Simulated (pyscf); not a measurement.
`[OH][B]([Cl])[Cl]` + `[H][H]` → `[OH][BH][Cl]` + `[ClH]` (four-centre exchange; singlet surface; B–Cl, H–H broken, B–H, Cl–H formed). PySCF, gas phase, ωB97X-D3(BJ)/def2-SVP geometries. Energies in eV from the separated reactants.

```
level                      barrier  reaction energy
----------------------  ----------  ---------------
r²SCAN/def2-TZVP        (withheld)            +0.65
B3LYP-D3(BJ)/def2-TZVP        1.83            +0.57
PBE0-D3(BJ)/def2-TZVP         1.65            +0.59
M06-2X/def2-TZVP        (withheld)       (withheld)
ωB97M-D3(BJ)/def2-TZVP        1.86            +0.56
HF/def2-TZVP                  2.53            +0.38
```

### Question
Fill in the missing entries.

### Answer

- r²SCAN/def2-TZVP, barrier: 1.69
- M06-2X/def2-TZVP, barrier: 1.90
- M06-2X/def2-TZVP, reaction energy: +0.62

The functionals in the table span 0.24 eV in this barrier, from PBE0-D3(BJ) to M06-2X. This is the saddle that the search found; another between the same sides may lie lower.
